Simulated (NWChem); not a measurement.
**triplet F2: levels of theory compared**

Aim: a comparison of 6 runs (U-r2SCAN/cc-pVTZ, UB3LYP/cc-pVTZ, UBHLYP/cc-pVTZ, UM06-2X/cc-pVTZ, USVWN5/cc-pVTZ, UTPSS/cc-pVTZ) of triplet F2. 

Program for the calculation: NWChem 7.3.0.

2 further runs of the same task are left out: 2 set aside as unsound or not needed.

### Step 1. The molecule

The species is F2 (2 atoms), meant as a triplet with charge 0. SMILES of the parent species: `FF`. The shape is that of a PBE0-D4/def2-TZVP optimisation. That shape belongs to the parent species and isn't relaxed for this state.

Bond lengths: F1–F2 1.376 Å.

### Step 2. The energy at U-r2SCAN/cc-pVTZ (run 1)

input.xyz reads:

```xyz
2

F     -0.583900     0.212400    -0.295000
F      0.583900    -0.212400     0.295000
```

run.py reads:

```python
from ase.io import read
from ase.calculators.nwchem import NWChem

molecule = read('input.xyz')

calc = NWChem(
    label='input',
    theory='dft',
    memory='2200 mb',
    basis='cc-pVTZ',
    basispar='spherical bse',
    dft={'xc': 'r2scan', 'mult': '3', 'grid': 'xfine', 'convergence': 'energy 1e-08', 'iterations': '100', 'mulliken': None, 'print': 'low'},
    task='energy',
)
molecule.calc = calc

e = molecule.get_potential_energy()
print(f"E = {e:.6f} eV")
```

On the command line:

```console
$ export ASE_NWCHEM_COMMAND="nwchem PREFIX.nwi > PREFIX.nwo"
$ python run.py
```

The log of the run:

```text
E = -5425.463471 eV
```

The calculator wrote input.nwi:

```
title "input"

permanent_dir input

scratch_dir input

start input

geometry units angstrom nocenter noautosym noautoz
  F  -5.8389999999999997e-01 2.1240000000000001e-01 -2.9499999999999998e-01
  F  5.8389999999999997e-01 -2.1240000000000001e-01 2.9499999999999998e-01
end

memory 2200 mb

basis spherical bse noprint
   * library cc-pVTZ
end

dft
  xc r2scan
  mult 3
  grid xfine
  convergence energy 1e-08
  iterations 100
  mulliken
  print low
end

task dft energy
```

input.nwo, shortened:

```text
[...]
         Total DFT energy =     -199.382106685891
      One electron energy =     -340.412224134758
           Coulomb energy =      130.646774159823
    Exchange-Corr. energy =      -20.776109716133
 Nuclear repulsion energy =       31.159453005178
[... 18 lines left out ...]
    Atom       Charge   Shell Charges
 -----------   ------   -------------------------------------------------------
[...]
      <S2> =      2.0072 (Exact =     2.0000)
[...]
```

It took 22 s on 1 thread of Intel Xeon Platinum 8259CL at 2.50GHz (Skylake/Cascade Lake), shared host; peak memory 0.11 GiB.

### Step 3. The energy at UB3LYP/cc-pVTZ (run 2)

geom.nw reads:

```
start geom
memory 2200 mb

geometry units angstrom noautosym nocenter noautoz
 F     -0.583900     0.212400    -0.295000
 F      0.583900    -0.212400     0.295000
end

basis spherical bse
 * library cc-pVTZ
end

dft
 xc b3lyp
 mult 3
 grid xfine
 convergence energy 1e-08
 iterations 100
 mulliken
end

task dft
```

On the command line:

```console
$ nwchem geom.nw > geom.out
```

The log of the run:

```text
[...]
          Wavefunction type:  spin polarized.
          No. of atoms     :     2
          No. of electrons :    18
[...]
          Charge           :     0
          Spin multiplicity:     3
[...]
          AO basis - number of functions:    60
[...]
              XC Information
              --------------
                         B3LYP Method XC Potential
                     Hartree-Fock (Exact) Exchange  0.200
                        Slater Exchange Functional  0.800 local
                    Becke 1988 Exchange Functional  0.720 non-local
              Lee-Yang-Parr Correlation Functional  0.810
                  VWN I RPA Correlation Functional  0.190 local
[...]
 d= 0,ls=0.0,diis     1   -199.4312427343 -2.31D+02  4.87D-03  2.10D-01     1.3
[...]
 d= 0,ls=0.0,diis     8   -199.4580396187 -1.27D-10  2.70D-08  5.11D-11    10.6
[...]
         Total DFT energy =     -199.458039618673
      One electron energy =     -340.385939885525
           Coulomb energy =      130.612600694554
    Exchange-Corr. energy =      -20.844153432880
 Nuclear repulsion energy =       31.159453005178
[...]
      Total Density - Mulliken Population Analysis
     ---------------------------------------------
    Atom       Charge   Shell Charges
 -----------   ------   -------------------------------------------------------
    1 F    9     9.00   1.94  0.30  1.08  0.65  1.55  2.23  1.22  0.00  0.02  0.00
    2 F    9     9.00   1.94  0.30  1.08  0.65  1.55  2.23  1.22  0.00  0.02  0.00
[...]
      <S2> =      2.0068 (Exact =     2.0000)
[...]
```

Wall time 12 s (1 thread of Intel Xeon Platinum 8259CL at 2.50GHz (Skylake/Cascade Lake), shared host); peak memory 0.11 GiB.

Run 3 isn't shown in full; the table further down has it.

### Step 4. A single-point energy at UM06-2X/cc-pVTZ (run 4)

a.xyz reads:

```xyz
2

F     -0.583900     0.212400    -0.295000
F      0.583900    -0.212400     0.295000
```

a.nw reads:

```
start a
memory total 2200 mb

geometry units angstrom noautosym nocenter noautoz
  load format xyz a.xyz
end

basis "ao basis" spherical bse
  * library cc-pVTZ
end

dft
  xc m06-2x
  mult 3
  grid xfine
  convergence energy 1e-08
  iterations 100
  mulliken
end

task dft energy
```

On the command line:

```console
$ nwchem a.nw > a.out
```

The log of the run:

```text
[...]
          Wavefunction type:  spin polarized.
          No. of atoms     :     2
          No. of electrons :    18
[...]
          Charge           :     0
          Spin multiplicity:     3
[...]
          AO basis - number of functions:    60
[...]
              XC Information
              --------------
                       M06-2X Method XC Functional
                     Hartree-Fock (Exact) Exchange  0.540
                        M06-2X Exchange Functional  1.000
                      M06-2X Correlation Potential  1.000
[...]
 d= 0,ls=0.0,diis     1   -199.3518568311 -2.31D+02  4.34D-03  1.31D-01     2.1
[...]
 d= 0,ls=0.0,diis     8   -199.3747085662 -1.65D-10  8.43D-08  1.36D-10    14.6
[...]
         Total DFT energy =     -199.374708566159
      One electron energy =     -340.213952780661
           Coulomb energy =      130.430809696836
    Exchange-Corr. energy =      -20.751018487511
 Nuclear repulsion energy =       31.159453005178
[...]
      Total Density - Mulliken Population Analysis
     ---------------------------------------------
    Atom       Charge   Shell Charges
 -----------   ------   -------------------------------------------------------
    1 F    9     9.00   1.95  0.29  1.09  0.65  1.53  2.25  1.22  0.00  0.02  0.00
    2 F    9     9.00   1.95  0.29  1.09  0.65  1.53  2.25  1.22  0.00  0.02  0.00
[...]
      <S2> =      2.0108 (Exact =     2.0000)
[...]
```

Run time: 16 s. Hardware: 1 thread of Intel Xeon Platinum 8259CL at 2.50GHz (Skylake/Cascade Lake), shared host; peak memory 0.11 GiB.

Run 5 isn't shown in full; the table further down has it.

### Step 5. The energy at UTPSS/cc-pVTZ (run 6)

f2.nw reads:

```
start f2
memory stack 880 mb heap 220 mb global 1100 mb

geometry units angstrom noautosym nocenter noautoz
  F     -0.583900     0.212400    -0.295000
  F      0.583900    -0.212400     0.295000
end

basis spherical bse
  * library cc-pVTZ
end

dft
  xc xtpss03 ctpss03
  mult 3
  grid xfine
  convergence energy 1e-08
  maxiter 100
  mulliken
end

task dft energy
```

On the command line:

```console
$ nwchem f2.nw > f2.out
```

The log of the run:

```text
[...]
          Wavefunction type:  spin polarized.
          No. of atoms     :     2
          No. of electrons :    18
[...]
          Charge           :     0
          Spin multiplicity:     3
[...]
          AO basis - number of functions:    60
[...]
              XC Information
              --------------
                  TPSS metaGGA Exchange Functional  1.000
             TPSS03 metaGGA Correlation Functional  1.000
[...]
 d= 0,ls=0.0,diis     1   -199.4558542790 -2.31D+02  5.09D-03  1.75D-01     2.7
[...]
 d= 0,ls=0.0,diis     7   -199.4790897115 -8.89D-09  1.85D-07  3.84D-10    17.8
[...]
         Total DFT energy =     -199.479089711548
      One electron energy =     -340.396818626127
           Coulomb energy =      130.628913085295
    Exchange-Corr. energy =      -20.870637175894
 Nuclear repulsion energy =       31.159453005178
[...]
      Total Density - Mulliken Population Analysis
     ---------------------------------------------
    Atom       Charge   Shell Charges
 -----------   ------   -------------------------------------------------------
    1 F    9     9.00   1.94  0.29  1.09  0.64  1.55  2.24  1.22  0.00  0.02  0.00
    2 F    9     9.00   1.94  0.29  1.09  0.64  1.55  2.24  1.22  0.00  0.02  0.00
[...]
      <S2> =      2.0042 (Exact =     2.0000)
[...]
```

It took 19 s on 1 thread of Intel Xeon Platinum 8259CL at 2.50GHz (Skylake/Cascade Lake), shared host; peak memory 0.11 GiB.

### Step 6. All runs side by side

```csv
run,level,energy (Eh),⟨S²⟩,wall time
1,U-r2SCAN/cc-pVTZ,-199.382107,2.007,22 s
2,UB3LYP/cc-pVTZ,-199.458040,2.007,12 s
3,UBHLYP/cc-pVTZ,-199.374084,2.014,13 s
4,UM06-2X/cc-pVTZ,-199.374709,2.011,16 s
5,USVWN5/cc-pVTZ,-198.199232,2.003,9 s
6,UTPSS/cc-pVTZ,-199.479090,2.004,19 s
```

### Step 7. What came out

```
                                 quantity          value
                      run 6: total energy  -199.47909 Eh
                     run 6: dipole moment         0.00 D
run 6: HOMO energy (highest over α and β)       -5.39 eV
                              run 6: ⟨S²⟩          2.004
```

Totals of different functionals can't be ranked against each other. All runs together took 90 s, the longest 22 s.
